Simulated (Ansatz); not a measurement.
Predict the output of the script below (Ansatz 0.2.0, Python API).

Script `cas_h2o2si.py`:
```python
import ansatz as az


def main() -> None:
    molecule = (
        az.Crystal.molecule()
        .atom("O", (-1.4782, -0.1569, -0.2592))
        .atom("Si", (-0.2186, -0.7282, 0.528))
        .atom("O", (1.0576, 0.1954, 0.0764))
        .atom("H", (-1.2631, 0.6613, -0.8461))
        .atom("H", (1.9523, -0.0452, 0.4595))
    )

    job = (
        molecule.calculation()
        .basis(gaussian="def2-SVP")
        .correlation(active_electrons=2, active_orbitals=2)
    )
    for method in [None]:
        summary = (job if method is None else job.correlation(method)).run(threads=1, pin="off").report
        space = summary["configurations"]
        state = space["states"][0]
        print(method or "casscf", f"total {summary['free_energy_ev'] / 27.211386246:.6f} Ha, active-space state {state['energy']['hartree']:.6f} Ha, mean field {summary['reference_energy_ev'] / 27.211386246:.6f} Ha")
        print("  determinants", state["n_determinants"], " natural occupations", [round(n, 3) for n in space["natural_occupations"]])


if __name__ == "__main__":
    main()
```

Output of `python cas_h2o2si.py`:
```text
casscf total -439.675899 Ha, active-space state -439.675899 Ha, mean field -439.653653 Ha
  determinants 4  natural occupations [1.976, 0.024]
```

Reading the output:
- Total energies depend on the basis set; only differences at equal settings carry meaning.
- The geometry is a force-field or estimated start, not a minimum of this method, and the basis set is short of its limit. The active space starts as a window about the frontier orbitals and is then optimised, not chosen by chemistry.
- Finished in 2.8 s on 1 thread of Arm Neoverse N1 (shared host), peak memory 0.15 GiB.

(Lines on the test bed's own set-up are left out of the output.)
